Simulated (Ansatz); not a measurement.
## Dissociation curves of NH2 (SMILES [NH2])

NH2: 3 atoms, total charge 0, spin state doublet. SMILES: `[NH2]`. The shape is that of a GFN2-xTB optimisation.

```xyz
3

N     0.3072   -0.1822    0.1514
H     0.1556    0.8203    0.1748
H    -0.4628   -0.6380   -0.3262
```

The N1–H2 distance is scanned; the parts on either side stay rigid. Basis 6-31G(d), 1 core orbital frozen in the correlated methods; program Ansatz 0.2.0. FCI is exact within this basis and core. Energies in eV from each method's value at 1.014 Å; open shells run as named. The shape above is that at 1.014 Å.

```tsv
distance (Å)	UBLYP	UBHLYP	UCAM-B3LYP	U-wB97M-V	UCCSDT	FCI
1.014	0.00	0.00	0.00	0.00	0.00	0.00
1.268	0.61	0.85	0.75	0.75	0.68	0.68
1.521	1.75	2.22	2.06	2.06	1.82	1.82
2.028	3.44	3.62	3.67	3.75	3.21	3.20
2.535	3.96	3.89	4.03	4.09	3.55	3.55
```

Departure from the FCI curve at its largest: UBLYP +0.41 eV at 2.54 Å; UBHLYP +0.42 eV at 2.03 Å; UCAM-B3LYP +0.48 eV at 2.54 Å; U-wB97M-V +0.55 eV at 2.03 Å; UCCSDT +0.01 eV at 2.03 Å. For the functionals part of the departure is owed to the small basis.
